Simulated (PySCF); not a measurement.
Ground-state electric properties of a mixed set of molecules.

All values: wB97X-D/def2-SVPD (PySCF) at GFN2-xTB geometries, gas phase, one conformer each. Core orbitals are frozen in the response; Δα² is half the sum of the squared differences of the principal polarisabilities. Dipoles and anisotropies that the point group forbids are given as zero.

(1) Rank by HOMO energy, highest first.
A. `C/C=N/COC=O`
B. `NC(=O)C1COC1`
C. `O=CC=O`

(2) Rank by mean static polarisability, highest first.
A. `C/C=N/COC=O`
B. `NC(=O)C1COC1`
C. `O=CC=O`
D. `C#C[Si@H](C)P`

Results:

(1) B (-9.31 eV), A (-9.68 eV), C (-9.91 eV).

(2) D (13.04 Å³), A (9.68 Å³), B (8.82 Å³), C (4.56 Å³).

All values together:

```tsv
SMILES	formula	μ (D)	HOMO (eV)	LUMO (eV)	α (Å³)	Δα (Å³)	electrons	α per electron (Å³)
O=CC=O	C2H2O2	0.00	-9.91	-1.40	4.56	2.67	30	0.152
NC(=O)C1COC1	C4H7NO2	2.23	-9.31	2.13	8.82	1.48	54	0.163
C#C[Si@H](C)P	C3H7PSi	0.78	-9.22	1.49	13.04	4.03	54	0.242
C/C=N/COC=O	C4H7NO2	3.17	-9.68	1.52	9.68	5.55	54	0.179
```

Conformers: `[O:1]=[CH:2][CH:3]=[O:4]` with O1–C2–C3–O4 180°; `[NH2:1][C:2](=[O:3])[CH:4]1[CH2:5][O:6][CH2:7]1` with H–N1–C2–O3 0° and 180°, N1–C2–C4–C5 -48°, C2–C4–C5–O6 105°, C4–C5–O6–C7 11°, C5–O6–C7–C4 -11°, C2–C4–C7–O6 -105°; `[CH:1]#[C:2][Si@H:3]([CH3:4])[PH2:5]` with C2–Si3–P5–H -163° and -70°; `[CH3:1]/[CH:2]=[N:3]/[CH2:4][O:5][CH:6]=[O:7]` with C2–N3–C4–O5 0°, N3–C4–O5–C6 -175°, C4–O5–C6–O7 0°.
